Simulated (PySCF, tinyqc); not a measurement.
FCI on RHF in the sto-3g basis, frozen core, for LiH, spin multiplicity 1, step by step. The lowest restricted solution is unstable here: a spin-polarised one lies 0.0557 hartree lower (PySCF). One step of it, computed by the program tinyqc.

Problem. Integrals over molecular orbitals. (pq|rs) = sum C_ip C_jq C_kr C_ls (ij|kl), one index at a time.

coefficients C:
```
,MO1,MO2,MO3,MO4,MO5,MO6
1Li 1s,0.991678,-0.153442,-0.217954,0.000000,0.000000,-0.092670
1Li 2s,0.032470,0.556245,0.801028,0.000000,0.000000,0.370834
1Li 2px,0.000000,0.000000,0.000000,0.607831,0.794066,0.000000
1Li 2py,0.000000,0.000000,0.000000,0.794066,-0.607831,0.000000
1Li 2pz,-0.004027,0.290380,-0.534975,0.000000,0.000000,0.829701
2H 1s,-0.001922,0.652693,-0.326130,0.000000,0.000000,-0.743538
```

core Hamiltonian H = T + V (hartree):
```
,1Li 1s,1Li 2s,1Li 2px,1Li 2py,1Li 2pz,2H 1s
1Li 1s,-4.596037,-1.030382,0.000000,0.000000,-0.005312,-0.016403
1Li 2s,-1.030382,-1.292666,0.000000,0.000000,-0.061320,-0.205756
1Li 2px,0.000000,0.000000,-1.051632,0.000000,0.000000,0.000000
1Li 2py,0.000000,0.000000,0.000000,-1.051632,0.000000,0.000000
1Li 2pz,-0.005312,-0.061320,0.000000,0.000000,-1.092753,-0.306029
2H 1s,-0.016403,-0.205756,0.000000,0.000000,-0.306029,-1.036405
```

Two-electron integrals (ij|kl) in chemists' order, unique and non-zero (hartree):
```
i,j,k,l,(ij|kl)
1,1,1,1,1.680395
2,1,1,1,0.265420
2,1,2,1,0.049941
2,2,1,1,0.397727
2,2,2,1,0.092860
2,2,2,2,0.290562
3,1,3,1,0.008981
3,2,3,1,0.013788
3,2,3,2,0.064184
3,3,1,1,0.396640
3,3,2,1,0.092880
3,3,2,2,0.290497
3,3,3,3,0.312946
4,1,4,1,0.008981
4,2,4,1,0.013788
4,2,4,2,0.064184
4,3,4,3,0.016869
4,4,1,1,0.396640
4,4,2,1,0.092880
4,4,2,2,0.290497
4,4,3,3,0.279207
4,4,4,4,0.312946
5,1,5,1,0.008981
5,2,5,1,0.013788
5,2,5,2,0.064184
5,3,5,3,0.016869
5,4,5,4,0.016869
5,5,1,1,0.396640
5,5,2,1,0.092880
5,5,2,2,0.290497
5,5,3,3,0.279207
5,5,4,4,0.279207
5,5,5,5,0.312946
6,1,1,1,0.003622
6,1,2,1,0.000705
6,1,2,2,0.001402
6,1,3,3,0.001378
6,1,4,4,0.001378
6,1,5,1,0.000113
6,1,5,2,0.000232
6,1,5,5,0.001452
6,1,6,1,0.000012
6,2,1,1,0.036685
6,2,2,1,0.008804
6,2,2,2,0.033490
6,2,3,3,0.031469
6,2,4,4,0.031469
6,2,5,1,0.001216
6,2,5,2,0.010578
6,2,5,5,0.037493
6,2,6,1,0.000162
6,2,6,2,0.010068
6,3,3,1,0.000321
6,3,3,2,0.002168
6,3,5,3,0.001139
6,3,6,3,0.000358
6,4,4,1,0.000321
6,4,4,2,0.002168
6,4,5,4,0.001139
6,4,6,4,0.000358
6,5,1,1,0.054684
6,5,2,1,0.013151
6,5,2,2,0.050633
6,5,3,3,0.047328
6,5,4,4,0.047328
6,5,5,1,0.001877
6,5,5,2,0.016521
6,5,5,5,0.057181
6,5,6,1,0.000245
6,5,6,2,0.015879
6,5,6,5,0.025089
6,6,1,1,0.189940
6,6,2,1,0.045800
6,6,2,2,0.186841
6,6,3,3,0.173982
6,6,4,4,0.173982
6,6,5,1,0.005309
6,6,5,2,0.059549
6,6,5,5,0.212228
6,6,6,1,0.000827
6,6,6,2,0.077954
6,6,6,5,0.124558
6,6,6,6,0.774606
```

Give: one-electron integrals over orbitals h = C^T H C; Two-electron integrals over orbitals.

Solution.

one-electron integrals over orbitals h = C^T H C (hartree):
```
,1,2,3,4,5,6
1,-4.5875,0.0996,0.1567,0.0000,0.0000,0.0440
2,0.0996,-1.1474,-0.0168,0.0000,0.0000,-0.0799
3,0.1567,-0.0168,-1.0613,0.0000,0.0000,-0.0059
4,0.0000,0.0000,0.0000,-1.0516,0.0000,0.0000
5,0.0000,0.0000,0.0000,0.0000,-1.0516,0.0000
6,0.0440,-0.0799,-0.0059,0.0000,0.0000,-1.0198
```

Two-electron integrals over orbitals (pq|rs), unique and non-zero (hartree); the lowest 1 orbital is frozen and left out:
```
p,q,r,s,(pq|rs)
2,2,2,2,0.4124
3,2,2,2,-0.0803
3,2,3,2,0.0463
3,3,2,2,0.2188
3,3,3,2,0.0181
3,3,3,3,0.3061
4,2,4,2,0.0212
4,3,4,2,0.0230
4,3,4,3,0.0410
4,4,2,2,0.2215
4,4,3,2,0.0292
4,4,3,3,0.2715
4,4,4,4,0.3129
5,2,5,2,0.0212
5,3,5,2,0.0230
5,3,5,3,0.0410
5,4,5,4,0.0169
5,5,2,2,0.2215
5,5,3,2,0.0292
5,5,3,3,0.2715
5,5,4,4,0.2792
5,5,5,5,0.3129
6,2,2,2,-0.0965
6,2,3,2,0.0657
6,2,3,3,0.0060
6,2,4,4,0.0484
6,2,5,5,0.0484
6,2,6,2,0.1284
6,3,2,2,0.0752
6,3,3,2,-0.0390
6,3,3,3,-0.0354
6,3,4,4,-0.0181
6,3,5,5,-0.0181
6,3,6,2,-0.0507
6,3,6,3,0.0495
6,4,4,2,0.0158
6,4,4,3,0.0084
6,4,6,4,0.0172
6,5,5,2,0.0158
6,5,5,3,0.0084
6,5,6,5,0.0172
6,6,2,2,0.3698
6,6,3,2,-0.0509
6,6,3,3,0.2464
6,6,4,4,0.2498
6,6,5,5,0.2498
6,6,6,2,-0.0532
6,6,6,3,0.0458
6,6,6,6,0.3584
```
